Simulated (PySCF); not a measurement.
Homolysis of single bonds, series Si OH-H. Gas-phase values, no solvent. One relaxed conformer stands for each flexible species; it need not be the lowest. Strings in code marks are SMILES.

The dipole moment from two functionals at the same geometries (PBE0-D4/def2-TZVP), both in PySCF: PBE-D3(BJ)/def2-TZVP and B3LYP-D3(BJ)/def2-TZVP. B3LYP has the VWN-RPA correlation part, as in Gaussian. 

```csv
species,PBE-D3(BJ)/def2-TZVP (D),B3LYP-D3(BJ)/def2-TZVP (D)
radical fragment (`[OH]`),1.72,1.77
whole molecule (`[SiH3]O`),1.32,1.36
radical fragment (`[SiH3]`),0.03,0.07
whole molecule (`[SiH4]`),0.00,0.00
```

Over these rows, drawn at random from the members with no instability flagged (it was tested for open shells, ions and some series alone), PBE minus B3LYP-D3(BJ): mean -0.03 D, from -0.05 D to 0.00 D.
